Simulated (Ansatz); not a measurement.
**Dissociation curves of HNO (nitroxyl)**

HNO: 3 atoms, total charge 0, spin state singlet. As SMILES, `N=O`. The shape is that of a GFN2-xTB optimisation.

```tsv
atom	x (Å)	y (Å)	z (Å)
N	-0.2759	0.2972	-0.1148
O	0.7686	0.4180	0.4662
H	-0.4926	-0.7152	-0.3514
```

The N1–H3 distance is scanned; the parts on either side stay rigid. Basis STO-3G, 2 core orbitals frozen in the correlated methods; program Ansatz 0.2.0. FCI is exact within this basis and core. Energies in eV from each method's value at 1.062 Å; methods without a U are spin-restricted. The shape above is that at 1.062 Å.

| distance (Å) | PBE0 | BHLYP | wB97X | wB97M-V | HSE06 | CCSD | FCI |
| --- | --- | --- | --- | --- | --- | --- | --- |
| 1.062 | 0.00 | 0.00 | 0.00 | 0.00 | 0.00 | 0.00 | 0.00 |
| 1.063 | 0.07 | 0.05 | 0.06 | 0.06 | 0.07 | 0.09 | 0.09 |
| 1.328 | 0.27 | 0.49 | 0.33 | 0.30 | 0.27 | 0.20 | 0.13 |
| 1.329 | 0.32 | 0.53 | 0.38 | 0.35 | 0.32 | 0.27 | 0.21 |
| 1.593 | 1.28 | 1.73 | 1.42 | 1.37 | 1.27 | 0.97 | 0.77 |
| 1.595 | 1.33 | 1.76 | 1.46 | 1.41 | 1.32 | 1.03 | 0.84 |
| 2.124 | 3.26 | 4.09 | 3.64 | 3.55 | 3.24 | 1.99 | 1.51 |
| 2.127 | 3.30 | 4.11 | 3.67 | 3.58 | 3.28 | 2.05 | 1.57 |
| 2.655 | 4.52 | 5.59 | 5.20 | 5.09 | 4.49 | 2.33 | 1.69 |
| 2.658 | 4.56 | 5.61 | 5.23 | 5.12 | 4.53 | 2.39 | 1.75 |

Departure from the FCI curve at its largest: PBE0 +2.84 eV at 2.65 Å; BHLYP +3.90 eV at 2.65 Å; wB97X +3.52 eV at 2.65 Å; wB97M-V +3.40 eV at 2.65 Å; HSE06 +2.80 eV at 2.65 Å; CCSD +0.65 eV at 2.65 Å. Restricted functionals keep the electrons paired too, and rise too high.
